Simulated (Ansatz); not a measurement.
# H₂SO: one structure at several levels

A test off equilibrium: a structure displaced at random from a GFN2-xTB minimum is computed at several levels, and each is set against CCSD(T).

Method: single points in def2-TZVPP; program: Ansatz 0.2.0, Gaussian basis.

Cores are frozen in the correlated methods.

## 1. Starting geometry

SMILES `OS`, 4 atoms, charge 0, spin multiplicity 1.

Atoms are counted from 1 here; the program's logs count them from 0.

Bond lengths: O1–S2 1.703 Å, O1–H3 0.931 Å, S2–H4 1.361 Å. Angles: S2–O1–H3 107.5°, O1–S2–H4 98.3°.

As a file:

```mol
H2OS
  3D, bonds by distance, orders not assigned

  4  3  0  0  0  0  0  0  0  0999 V2000
   -0.1952   -0.8991   -0.1966 O   0  0
   -0.1302    0.7732   -0.5130 S   0  0
   -0.8164   -1.0305    0.4845 H   0  0
    0.8982    1.0898    0.3196 H   0  0
  1  2  8  0
  1  3  8  0
  2  4  8  0
M  END
```

## 2. CCSD(T)/def2-TZVPP

run/in.yaml reads:

```yaml
crystal:
  periodic: [false, false, false]
  atoms:
    - {symbol: O, position_ang: [-0.195200, -0.899100, -0.196600]}
    - {symbol: S, position_ang: [-0.130200, 0.773200, -0.513000]}
    - {symbol: H, position_ang: [-0.816400, -1.030500, 0.484500]}
    - {symbol: H, position_ang: [0.898200, 1.089800, 0.319600]}
basis:
  gaussian: {orbitals: def2-TZVPP}
correlation: {method: ccsd_t}
output: {forces: true}
```

The command line of these runs was not kept.

## 3. PBE0-D4/def2-TZVPP

run/in.yaml: that of step 2 with these lines changed.

```diff
@@ -9,3 +9,3 @@
   gaussian: {orbitals: def2-TZVPP}
-correlation: {method: ccsd_t}
-output: {forces: true}
+hamiltonian: {xc: pbe0, dispersion: d4}
+output: {forces: true, orbitals: {seedname: orbitals}}
```

## 4. wB97M-V/def2-TZVPP

run/in.yaml: that of step 3 with these lines changed.

```diff
@@ -9,3 +9,3 @@
   gaussian: {orbitals: def2-TZVPP}
-hamiltonian: {xc: pbe0, dispersion: d4}
-output: {forces: true, orbitals: {seedname: orbitals}}
+hamiltonian: {xc: {name: wB97M-V}}
+output: {forces: true}
```

## 5. r2SCAN-D4/def2-TZVPP

run/in.yaml: that of step 4 with these lines changed.

```diff
@@ -9,3 +9,3 @@
   gaussian: {orbitals: def2-TZVPP}
-hamiltonian: {xc: {name: wB97M-V}}
+hamiltonian: {xc: r2scan, dispersion: d4}
 output: {forces: true}
```

## 6. PBE-D4/def2-TZVPP

run/in.yaml: that of step 5 with these lines changed.

```diff
@@ -9,3 +9,3 @@
   gaussian: {orbitals: def2-TZVPP}
-hamiltonian: {xc: r2scan, dispersion: d4}
+hamiltonian: {xc: pbe, dispersion: d4}
 output: {forces: true}
```

## 7. r2SCAN0-D4/def2-TZVPP

run/in.yaml: that of step 6 with these lines changed.

```diff
@@ -9,3 +9,3 @@
   gaussian: {orbitals: def2-TZVPP}
-hamiltonian: {xc: pbe, dispersion: d4}
+hamiltonian: {xc: {name: r2SCAN0}, dispersion: d4}
 output: {forces: true}
```

## 8. BLYP-D4/def2-TZVPP

run/in.yaml: that of step 7 with these lines changed.

```diff
@@ -9,3 +9,3 @@
   gaussian: {orbitals: def2-TZVPP}
-hamiltonian: {xc: {name: r2SCAN0}, dispersion: d4}
+hamiltonian: {xc: {name: BLYP}, dispersion: d4}
 output: {forces: true}
```

(Steps that only read results are left out.)

**Question.** What will these runs give? Wanted: energy less free atoms, CCSD(T)/def2-TZVPP; RMS force component; RMS force error; HOMO and LUMO, PBE0-D4; T1 diagnostic.

The runs gave:

| quantity | value |
| --- | --- |
| energy less free atoms, CCSD(T)/def2-TZVPP | -257.1 kcal/mol |
| RMS force component | 0.843 to 0.992 eV/Å over the methods |
| RMS force error | PBE0-D4 0.169, wB97M-V 0.122, r2SCAN-D4 0.088, PBE-D4 0.292, r2SCAN0-D4 0.248, BLYP-D4 0.364 eV/Å |
| HOMO and LUMO, PBE0-D4 | -7.20 and -0.92 eV |
| T1 diagnostic | 0.012 |

In words: Against CCSD(T) the functionals' energies less atoms differ by -18.1 to +0.4 kcal/mol, PBE-D4 by -18.1 kcal/mol. A larger basis would deepen the CCSD(T) value, while the functionals are nearly converged already, so the order here is not reliable. On forces the order runs from r2SCAN-D4 to BLYP-D4. Frozen-core CCSD(T) forces in triple zeta carry basis errors of their own, and this is one geometry, so small gaps rank nothing.
